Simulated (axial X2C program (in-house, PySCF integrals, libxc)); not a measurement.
**Outer orbitals of NaF⁺ at 2.464 Å, BP86**

Calculated with an in-house relativistic program for diatomic molecules. Spin-free means the one-electron spin-free X2C Hamiltonian; two-component (2c) means X2C with spin–orbit coupling and atomic mean-field two-electron Coulomb and Gaunt terms, so the difference of the two also holds small scalar two-electron terms. Basis: Na dyall-cv3z [9s8p5d2f], F dyall-av3z [7s6p3d2f] (cores contracted in-house); Gaussian nuclei, density fitting, unrestricted open shells. Masses: Na 22.990 u, F 18.998 u.

The distance is close to the 2c PBE0 minimum; the highest filled and lowest empty levels are listed.

Spin-free orbitals, state M_S = 1/2, Λ = 1 (beyond evenly filled blocks: π+α, π+β, π-α) (Löwdin shares):

| symmetry | occupied | ε (eV) | atomic character |
| --- | --- | --- | --- |
| σβ | yes | -34.93 | 95% F s, 3% Na p |
| π-α | yes | -18.15 | 99% F p |
| π+α | yes | -18.15 | 99% F p |
| σα | yes | -17.21 | 98% F p |
| σβ | yes | -16.54 | 98% F p |
| π+β | yes | -16.01 | 99% F p |
| π-β | no | -16.01 | 99% F p |
| σα | no | -6.76 | 85% Na s, 7% F p, 6% F s |
| σβ | no | -6.73 | 85% Na s, 7% F p, 5% F s |
| π+α | no | -4.08 | 90% Na p, 9% F p |
| π-α | no | -4.08 | 90% Na p, 9% F p |

A filled and an empty partner (Λ and −Λ, same spin) share one energy because the functional has no current term.

Spinors with spin–orbit coupling (state Ω = 3/2):

```json
{"ω": "-1/2", "occupied": "yes", "ε (eV)": "-34.93", "atomic character": "95% F s, 3% Na p", "λ mixture": "100% σ"}
{"ω": "-1/2", "occupied": "yes", "ε (eV)": "-18.17", "atomic character": "99% F p", "λ mixture": "100% π"}
{"ω": "3/2", "occupied": "yes", "ε (eV)": "-18.13", "atomic character": "99% F p", "λ mixture": "100% π"}
{"ω": "1/2", "occupied": "yes", "ε (eV)": "-17.20", "atomic character": "98% F p", "λ mixture": "100% σ"}
{"ω": "-1/2", "occupied": "yes", "ε (eV)": "-16.54", "atomic character": "98% F p", "λ mixture": "100% σ"}
{"ω": "1/2", "occupied": "yes", "ε (eV)": "-16.02", "atomic character": "99% F p", "λ mixture": "100% π"}
{"ω": "-3/2", "occupied": "no", "ε (eV)": "-15.99", "atomic character": "99% F p", "λ mixture": "100% π"}
{"ω": "1/2", "occupied": "no", "ε (eV)": "-6.76", "atomic character": "85% Na s, 7% F p, 6% F s", "λ mixture": "100% σ"}
{"ω": "-1/2", "occupied": "no", "ε (eV)": "-6.73", "atomic character": "85% Na s, 7% F p, 5% F s", "λ mixture": "100% σ"}
{"ω": "-1/2", "occupied": "no", "ε (eV)": "-4.08", "atomic character": "90% Na p, 9% F p", "λ mixture": "100% π"}
{"ω": "3/2", "occupied": "no", "ε (eV)": "-4.08", "atomic character": "90% Na p, 9% F p", "λ mixture": "100% π"}
```

Mulliken charges and populations of the two-component result (they depend on the basis, above all on diffuse functions):

Na 0.98 e (s 4.01 p 6.01 d 0.01), F 0.02 e (s 4.00 p 4.98). ⟨Lz⟩ = 1.00 ħ and ⟨Sz⟩ = 0.50 ħ (0.00 and 0.50 on the two atoms), which add up to Ω.

One determinant describes the state; a PBE0 search over occupations chose it and may have missed a lower one. Density functionals use the spin component along the axis (collinear). Other states lie close and PBE0, whose exact exchange favours high spin, may order them wrongly; the determinant shown need not be the ground state. The nearest other spin-free determinant of the search, M_S = 1/2, Λ = 0, lies 0.08 eV up at the distance of the search. Without a current term, density functionals place determinants with orbital angular momentum somewhat too high.
